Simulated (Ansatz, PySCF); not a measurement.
Molecule: hydrogen chloride, HCl (charge 0, singlet). 
Coordinates optimised at B3LYP-D3(BJ)/def2-TZVP (Ansatz, a quantum-chemistry and plane-wave program):
```
Cl
H 1 1.2820
```

Total electronic energies in hartree. Correlated levels leave the core frozen unless marked. Spin-orbit coupling is left out. Non-relativistic unless marked X2C. CBS(X,Y): correlation extrapolated as X^-3; Hartree-Fock from the larger set (for Q and 5 zeta extrapolated as (X+1)exp(-9√X)).

| level | program | energy (Eh) |
|---|---|---|
| HF/6-31G* | Ansatz | -460.05981 |
| HF/aug-cc-pV(D+d)Z | Ansatz | -460.09470 |
| RI-HF/def2-QZVPP | Ansatz | -460.11213 |
| SVWN5/def2-TZVPD | Ansatz | -459.32047 |
| revPBE-D4/def2-TZVPD | Ansatz + dftd4 | -460.73778 |
| BP86-D4/def2-TZVPD | PySCF + dftd4 | ___ |
| TPSS-D3(BJ)/def2-TZVPD | PySCF + dftd3 | -460.83999 |
| TPSS-D4/def2-TZVPD | PySCF + dftd4 | -460.83988 |
| r2SCAN/def2-TZVPD | Ansatz | ___ |
| PBE0-D3(BJ)/def2-TZVP | Ansatz + dftd3 | -460.66464 |
| PBE0-D4/def2-TZVPD | Ansatz + dftd4 | -460.66608 |
| B2GP-PLYP-D3(BJ)/def2-TZVPD | Ansatz + dftd3 | -460.63996 |
| MP2/STO-3G | Ansatz | -455.14819 |
| MP2/cc-pV(T+d)Z | Ansatz | -460.31106 |
| MP2/cc-pV(5+d)Z | Ansatz | -460.34384 |
| RI-MP2/cc-pV(Q+d)Z | Ansatz | -460.33480 |
| SCS-MP2/def2-QZVPPD | Ansatz | -460.33784 |
| CCSD(T)/6-31G | Ansatz | -460.09518 |
| CCSD(T)/aug-cc-pV(D+d)Z | Ansatz | -460.27968 |
| X2C-CCSD(T)/cc-pVTZ-DK | Ansatz | -461.74616 |
| CCSDT(Q)/cc-pV(D+d)Z | Ansatz | -460.26196 |
| CCSD(T)/CBS(def2-TZVPP,def2-QZVPP) | Ansatz | -460.3796 |
| CCSD(T)/CBS(cc-pV(Q+d)Z,cc-pV(5+d)Z) | Ansatz | -460.3777 |

Question: What belongs in the gaps?

Answer: 
- BP86-D4/def2-TZVPD, energy (Eh): -460.86546
- r2SCAN/def2-TZVPD, energy (Eh): -460.78607
